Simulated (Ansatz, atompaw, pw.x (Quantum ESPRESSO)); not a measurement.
Ga: one change to the PAW (atompaw) potential, in the atom and in the diamond crystal

* Element: gallium
* Generator: atompaw 4.2.0.5
* Type: PAW
* Functional: LDA (PW92)
* Relativity: scalar-relativistic
* Frozen core: [Ar] 3d10
* Valence charge: 3
* Reference configuration: 4s2 4p1
* Partial waves: 4s (bound): rc 1.90 bohr; 4s channel at 2.7 Ry: rc 2.30 bohr; 4p (bound): rc 2.30 bohr; 4p channel at 4.8 Ry: rc 2.30 bohr; 4d channel at 0.35 Ry: rc 2.05 bohr; 4d channel at 3.1 Ry: rc 2.30 bohr
* Local potential: bessel scheme, radius 2.15 bohr
* Core correction: smooth core density matched at 2.00 bohr
* Augmentation charge: besselshape compensation charge, radius 2.15 bohr; PAW radius 2.30 bohr; waves and projectors: custom polynom vanderbiltortho

Change: all radii scaled by about 1.03 (s 1.96, p 2.38, d 2.12 bohr); local potential bessel scheme, radius 2.22 bohr; augmentation besselshape compensation charge, radius 2.22 bohr; PAW radius 2.38 bohr; waves and projectors: custom polynom vanderbiltortho; core correction smooth core density matched at 2.08 bohr.

Cutoffs, loose and tight: the cutoffs (Ry, on a coarse ladder) from which the occupation-weighted sum of valence levels, in a spherical-Bessel basis at the reference potential, stays within 10 and 1 mRy of its value at 400 Ry. They see the waves, projectors and local potential, not the compensation charge or the core.

Crystal test: diamond Ga in pw.x 7.5, no spin, 8³ k-points, Fermi–Dirac smearing 0.01 Ry, cutoffs set for each file from its atomic test. The reference is all-electron LAPW (Ansatz 0.2.0) with the same functional, mesh and smearing; V0 and B0 come from Birch–Murnaghan fits to the pressures at five volumes. Errors are pseudo minus all-electron; Δ is the rms difference of the E(V) curves that follow from these fits, minima aligned, over ±6 % about the mean V0. Mesh and smearing are coarse, so the numbers serve the comparison and aren't converged zero-temperature values; the lattice is a test structure that the element need not adopt.

All-electron: a0 = 5.683 Å (V0 = 22.94 Å³/atom), B0 = 48.4 GPa.

Problem. Does the change bring the crystal closer to the all-electron result?

Solution. The mean pressure error goes from +0.02 to +0.27 GPa, so the change moves the solid further from the all-electron pressures.

```
                 quantity       base    changed
           outcome (atom)  generated  generated
     cutoff, loose (atom)      10 Ry      10 Ry
     cutoff, tight (atom)      18 Ry      15 Ry
      bound ghosts (atom)       none       none
     cutoffs in pw.x (Ry)     40/400     40/400
                   a0 (Å)      5.684      5.693
             a0 error (%)      +0.02      +0.19
             B0 error (%)       -0.8       -1.4
             Δ (meV/atom)        0.1        1.4
mean pressure error (GPa)      +0.02      +0.27
```

Base: The logarithmic derivative shows an extra or strongly shifted pseudo pole above the reference energy (d near 1.62 Ry). The atomic cutoffs weigh occupied waves only.
